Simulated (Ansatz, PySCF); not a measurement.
This Ansatz (a first-principles code) input computes a CCSD(T)/cc-pVDZ energy:

Ansatz 0.2 input:
```yaml
crystal:
  periodic: [false, false, false]
  atoms:
    - {symbol: C, position_ang: [1.24148412, -0.38487645, -0.02448150]}
    - {symbol: C, position_ang: [0.13162726, 0.61399813, -0.00546734]}
    - {symbol: O, position_ang: [-1.21553909, -0.18225276, -0.04318967]}
    - {symbol: H, position_ang: [-2.01707153, 0.37302904, -0.00729226]}
    - {symbol: H, position_ang: [0.07373152, 1.22038304, 0.89478114]}
    - {symbol: H, position_ang: [0.04921562, 1.21477509, -0.90633540]}
    - {symbol: H, position_ang: [2.17782210, 0.17928470, -0.03733501]}
    - {symbol: H, position_ang: [1.25514759, -1.00629661, 0.87265789]}
    - {symbol: H, position_ang: [1.21308039, -1.00752305, -0.91762756]}
    - {symbol: H, position_ang: [-1.26628133, -0.89036033, 0.62636158]}
basis:
  gaussian:
    orbitals: cc-pVDZ
total_charge: 1
magnetization: {spin_polarized: false}
correlation: {method: ccsd_t, electrons: outside_noble_gas}
```

Write an input for the same energy in PySCF and say what it gives.


```python
from pyscf import gto, scf, mp, cc as ccmod

mol = gto.M(
    atom='''
    C     1.24148412   -0.38487645   -0.02448150
    C     0.13162726    0.61399813   -0.00546734
    O    -1.21553909   -0.18225276   -0.04318967
    H    -2.01707153    0.37302904   -0.00729226
    H     0.07373152    1.22038304    0.89478114
    H     0.04921562    1.21477509   -0.90633540
    H     2.17782210    0.17928470   -0.03733501
    H     1.25514759   -1.00629661    0.87265789
    H     1.21308039   -1.00752305   -0.91762756
    H    -1.26628133   -0.89036033    0.62636158
    ''',
    basis='cc-pvdz',
    charge=1,
    spin=0,
    verbose=4,
)

mf = scf.RHF(mol)
mf.conv_tol = 1e-10
mf.max_cycle = 100
mf.kernel()
mp2 = mp.MP2(mf, frozen=3).run()
cc = ccmod.CCSD(mf, frozen=3)
cc.max_cycle = 100
cc.kernel()
et = cc.ccsd_t()
print(f'E(CCSD(T)) = {cc.e_tot + et:.9f}')
```
It gives -154.93828 Eh, and Ansatz -154.93828 Eh, a difference of 0.00 mEh.

It need not be the lowest isomer of its formula.
